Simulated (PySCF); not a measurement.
## Ionisation energy of He by level of theory

He 1s2 (1S) → He⁺ 1s1 (2S), as a difference of total energies. All numbers are calculated (PySCF 2.14, no relativity, point nucleus, in pcseg-2). Correlated levels: valence: nothing frozen. The calculations carry no spin-orbit coupling.

```
           method  ionisation energy (eV)
              UHF                  23.476
           M06-2X                  24.708
             PBE0                  24.466
    MP2 (valence)                  24.370
SCS-MP2 (valence)                  24.549
   CCSD (valence)                  24.532
```

Problem. How much does correlation contribute at MP2 (valence)?

Solution. 24.370 − (23.476) = 0.894 eV, measured against UHF.

Errors of the correlated levels include the incompleteness of this basis.

With two correlated electrons CCSD is exact in that space.

For comparison: 24.587 eV (measured; NIST Atomic Spectra Database, ionization energies).
